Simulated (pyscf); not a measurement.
PySCF, gas phase, ωB97X-D3(BJ)/def2-SVP geometries. Correlated levels are frozen-core, on RHF or UHF. ΔMP2 is the change of the MP2 total energy from the triple- to the quadruple-zeta basis.

HC≡C–CH₃ (SMILES C#CC) + HF (SMILES F) -> H₃C–CH=CH–F (SMILES CC=CF)
Surface: singlet. Broken: F–H. Formed: C–H, C–F. Give ΔE‡ and ΔE from CCSD(T)/def2-TZVPP + ΔMP2(QZVPP), relative to the separated reactants.

ΔE‡ = 53.5 kcal/mol, ΔE = -22.9 kcal/mol. Zero-point energy shifts the barrier by -0.7 kcal/mol. It is an addition across a multiple bond or ene-type step, with an imaginary mode of 1849i cm⁻¹. On the reactant side the descent ends in a complex, 6.3 kcal/mol under the separated species and 54.0 kcal/mol under the saddle at ωB97X-D3(BJ)/def2-TZVP. At ωB97X-D3(BJ) the barrier from the zero used here is 47.7 kcal/mol. This is the saddle that the search found; another between the same sides may lie lower. The CCSD(T) − MP2 part came from Ansatz, without density fitting, on the same reference.
